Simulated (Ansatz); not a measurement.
Consider the cleavage of the Al–Si bond: `[CH3][AlH][SiH3]` + HCl → `[CH3][AlH][Cl]` + SiH₄.

Calculated with Ansatz (gas phase, PBE0-D4/def2-TZVP geometries, no zero-point term in ΔE). CCSD(T)/CBS adds triple-zeta CCSD(T) − MP2 to the extrapolated MP2 energy (def2 sets, frozen cores). This one scheme is used for every species. DFT in def2-TZVPP. B3LYP here is the variant with VWN-RPA as its local correlation; programs differ in this.

Question: Is it downhill or uphill in electronic energy at CCSD(T)/CBS, and by how much? (Best estimate.)

Answer: Ansatz gave: Downhill: ΔE = -1.78 eV.

Question: What do these levels give: PBE-D4, revPBE-D4, B2PLYP, PBE, B3LYP, r2SCANh, MP2/def2-TZVPP, SCS-MP2/def2-TZVPP, CCSD/def2-TZVPP, CCSD(T)/def2-TZVPP, HF/def2-QZVPP, MP2/CBS(def2)? (Estimate.)

Answer: The calculation gave: PBE-D4 -1.59, revPBE-D4 -1.59, B2PLYP -1.83, PBE -1.60, B3LYP -1.80, r2SCANh -1.79, MP2/def2-TZVPP -1.87, SCS-MP2/def2-TZVPP -1.87, CCSD/def2-TZVPP -1.77, CCSD(T)/def2-TZVPP -1.75, HF/def2-QZVPP -1.99, MP2/CBS(def2) -1.90 eV.

Largest T1 diagnostic among the species: 0.011.

At CCSD(T), def2-SVP lies −0.04 eV from the extrapolated value and def2-TZVPP +0.03 eV. From BLYP to BHLYP (50 % exact exchange), in def2-TZVPP and without D4, ΔE moves by −0.13 eV.
